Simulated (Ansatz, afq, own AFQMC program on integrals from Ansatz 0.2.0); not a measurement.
## AlH$_{4}$⁺, triplet in cc-pVDZ, levels against full CI

```yaml
atoms:
  - { symbol: Al, position_ang: [0.0000, 0.0000, -0.1186] }
  - { symbol: H, position_ang: [0.0000, -0.3848, 1.9224] }
  - { symbol: H, position_ang: [0.0000, 0.3848, 1.9224] }
  - { symbol: H, position_ang: [0.0000, 1.5369, -0.3348] }
  - { symbol: H, position_ang: [0.0000, -1.5369, -0.3348] }
```

Basis cc-pVDZ. Noble-gas cores (and the filled d shells of Ga–Kr and In–Xe) are frozen. Integrals, coupled cluster, full CI and functionals: Ansatz 0.2.0; the random walks run on the same integrals in our own AFQMC program. ph-AFQMC/CISD is guided by a CISD state made of CCSD amplitudes; releasing the constraint for a short imaginary time cuts its bias at the price of noise, slowly where states lie close. ± is one standard error of the sampling.

Determinant: UHF, the one that the program's search chose, which needn't be the lowest solution. The geometry is a PBE0/def2-TZVP stationary point of this or a neighbouring charge and spin state.

Full CI on the same integrals is exact in this basis and with this determinant's frozen core.

Cautions: another spin lies lower (by 5.88 eV); the search met a lower determinant of the same kind, perhaps of another symmetry (106 meV lower), and this one is a saddle point; unrestricted determinant slightly spin contaminated (⟨S²⟩ 2.06 against 2.00); the CCSD(T) amplitudes may be one of several solutions (largest double 0.16); the CCSDT(Q) amplitudes may be one of several solutions (largest double 0.17).

The T1 diagnostic is 0.0300, the weight of the determinant in the CISD state is 0.889 and the ⟨S²⟩ of the determinant is 2.064. The size of the correlated space is 6 electrons in 33 orbitals.

```csv
level,correlation energy (eV)
MP2,-2.0559
CCSD,-2.9180
CCSD(T),-2.9780
```

Q: Estimate where phaseless AFQMC with a CISD trial lies against CCSD(T) on the same integrals.

A: 0.9 ± 0.5 kJ/mol above CCSD(T). The gap is under twice the noise, so this walk alone can't tell the two apart.

Reference: full CI, correlation energy -2.999 eV. The released energy is read at 2.40 1/Eh (meV from the phaseless value at times in 1/Eh: -7 ± 6 at 0.24, -11 ± 6 at 0.51, -10 ± 6 at 0.99, -23 ± 6 at 1.62, -20 ± 7 at 2.40).

| level | E − E(reference) (kJ/mol) | share of correlation (%) |
| --- | --- | --- |
| CCSD(T) | 2.1 | 99.29 |
| CCSDT | 0.2 | 99.92 |
| CCSDT(Q) | 0.1 | 99.98 |
| ph-AFQMC/CISD | 3.0 ± 0.5 | 98.97 |
| released AFQMC | 1.0 ± 0.6 | 99.64 |

CCSDT and higher add their correlation energy to the determinant of the CCSD(T) run, since their own runs factorise the integrals more tightly (a shift of under 2 meV). A walk keeps the symmetry of its determinant, which the program's search chose and which needn't be the lowest solution, so a lower state of the same spin and another symmetry isn't excluded. Released energies are given only where the last usable release times agree within the noise; a slower fall can still hide under it.
